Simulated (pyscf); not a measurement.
Optimised with ωB97X-D3(BJ)/def2-SVP in PySCF. MP2 and CC: frozen core, UHF for open shells. ΔMP2 is the change of the MP2 total energy from the triple- to the quadruple-zeta basis.

Problem. Estimate the classical barrier height and the reaction energy of `[GeH2]` [singlet] + `[ClH]` → `[Cl][GeH3]` at CCSD(T)/def2-TZVPP + ΔMP2(QZVPP). The step runs on the singlet surface, breaks Cl–H and forms Cl–Ge, Ge–H; take the separated reactants as zero.

Solution. ΔE‡ = 2.9 kcal/mol, ΔE = -57.0 kcal/mol. Zero-point energy shifts the barrier by +1.2 kcal/mol. It is an insertion, with an imaginary mode of 1064i cm⁻¹. On the reactant side the descent ends in a bound adduct, 9.1 kcal/mol under the separated species and 10.9 kcal/mol under the saddle at ωB97X-D3(BJ)/def2-TZVP. The same reactants have a lower exit, to Cl–GeH: [singlet] + H₂ (barrier -1.1 kcal/mol at ωB97M-D3(BJ)/def2-TZVP, against +4.8 kcal/mol here). One saddle was located; it need not be the lowest between these sides. The CCSD(T) − MP2 part came from Ansatz, without density fitting, on the same reference. The frozen core leaves the outer d or s,p core shells of the metals and heavy elements correlated in the MP2 and CC values, and def2-TZVPP describes them poorly, which can shift differences by a few kcal/mol. Elements up to Kr have no core potential and no relativistic terms here.
